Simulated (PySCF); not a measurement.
**Excitation energies in several basis sets**

Species: pyridazine, C4H4N2.
SMILES: `c1ccnnc1`

TDDFT with PBE0 (PySCF), vertical singlets, core orbitals frozen in the response, spherical d and f functions. Isolated species at its PBE0-D3(BJ)/def2-SVP geometry, gas phase.

| basis | functions | diffuse | S1 (eV) | S2 (eV) | S3 (eV) | S4 (eV) | S5 (eV) | LUMO (eV) | α (au) |
| --- | --- | --- | --- | --- | --- | --- | --- | --- | --- |
| 6-31G* | 92 | no | 3.61 | 4.15 | 5.82 | 5.90 | 6.38 | -1.18 | 46.3 |
| def2-SVP | 104 | no | 3.44 | 3.96 | 5.72 | 5.88 | 6.27 | -1.42 | 48.3 |
| 6-31+G* | 116 | yes | 3.59 | 4.14 | 5.77 | 5.82 | 6.05 | -1.53 | 55.0 |
| def2-SVPD | 152 | yes | 3.48 | 4.02 | 5.72 | 5.80 | 6.28 | -1.58 | 56.6 |
| aug-cc-pVDZ | 174 | yes | 3.57 | 4.11 | 5.72 | 5.77 | 5.78 | -1.55 | 58.5 |
| def2-TZVP | 210 | no | 3.55 | 4.10 | 5.72 | 5.78 | 6.29 | -1.51 | 55.1 |
| def2-TZVPD | 258 | yes | 3.55 | 4.10 | 5.71 | 5.77 | 6.07 | -1.56 | 58.3 |

Question: How much do these states and the polarisability depend on the basis?

Answer: States are compared by their number. Against the largest diffuse basis here (def2-TZVPD, itself not a converged limit), sets without diffuse functions differ by up to 0.11 eV in S1 and 0.31 eV in S5; the smaller diffuse sets differ by up to 0.07 and 0.28 eV. State by state, the largest deviation of a set without diffuse functions is S1 0.11, S2 0.14, S3 0.10, S4 0.13, S5 0.31 eV. The same number needn't mean the same state in each row. Against def2-TZVPD the polarisability deviates by -21% in 6-31G*, -17% in def2-SVP, -6% in 6-31+G*, -3% in def2-SVPD, 0% in aug-cc-pVDZ, -5% in def2-TZVP. A single + in a Pople set puts diffuse functions on heavy atoms only.
